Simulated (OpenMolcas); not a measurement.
# BH2ClO (SMILES OBCl): methods side by side

BH2ClO has 5 atoms, charge 0, and is taken as a singlet. As SMILES, `OBCl`. Geometry: relaxed at PBE0-D4/def2-TZVP. This is one conformer, not always the lowest.

| atom | x (Å) | y (Å) | z (Å) |
| --- | --- | --- | --- |
| O | -0.8633 | -0.6186 | -0.0029 |
| B | 0.3790 | -0.1372 | 0.1379 |
| Cl | 0.7886 | 1.4960 | -0.3953 |
| H | -1.4777 | 0.0012 | -0.4097 |
| H | 1.2233 | -0.8151 | 0.6286 |

Each level gives the energy change with the B2–H5 bond stretched from 1.189 to 1.783 Å (eV). The values are calculated.

```json
{"level": "SVWN5/def2-SVPD (restricted)", "kind": "LDA", "program": "OpenMolcas", "value (eV)": "1.69", "CPU time (all runs)": "28 s"}
{"level": "M06-L/def2-SVPD (restricted)", "kind": "meta-GGA", "program": "OpenMolcas", "value (eV)": "?", "CPU time (all runs)": "57 s"}
{"level": "TPSS/def2-SVPD (restricted)", "kind": "meta-GGA", "program": "OpenMolcas", "value (eV)": "1.84", "CPU time (all runs)": "60 s"}
{"level": "r2SCAN/def2-SVPD (restricted)", "kind": "meta-GGA", "program": "OpenMolcas", "value (eV)": "?", "CPU time (all runs)": "58 s"}
{"level": "BHLYP/def2-SVPD (restricted)", "kind": "global hybrid", "program": "OpenMolcas", "value (eV)": "2.01", "CPU time (all runs)": "38 s"}
{"level": "M06-2X/def2-SVPD (restricted)", "kind": "hybrid meta-GGA", "program": "OpenMolcas", "value (eV)": "1.94", "CPU time (all runs)": "59 s"}
{"level": "B2PLYP/def2-SVPD (restricted)", "kind": "double hybrid", "program": "OpenMolcas", "value (eV)": "1.90", "CPU time (all runs)": "35 s"}
{"level": "CCSD(T)/def2-SVPD (restricted)", "kind": "coupled cluster or CI", "program": "OpenMolcas", "value (eV)": "1.84", "CPU time (all runs)": "64 s"}
```

Estimate what the levels marked ? give.

As computed at these levels: M06-L/def2-SVPD (restricted): 1.91 eV; r2SCAN/def2-SVPD (restricted): 1.83 eV. CCSD(T)/def2-SVPD (restricted) is the highest level here, not the true value. The first shape isn't each level's own minimum. The values span 1.69 to 2.01 eV. Times are those of the runs behind each value, whatever else they computed, on shared processors of several kinds: orders of magnitude only.
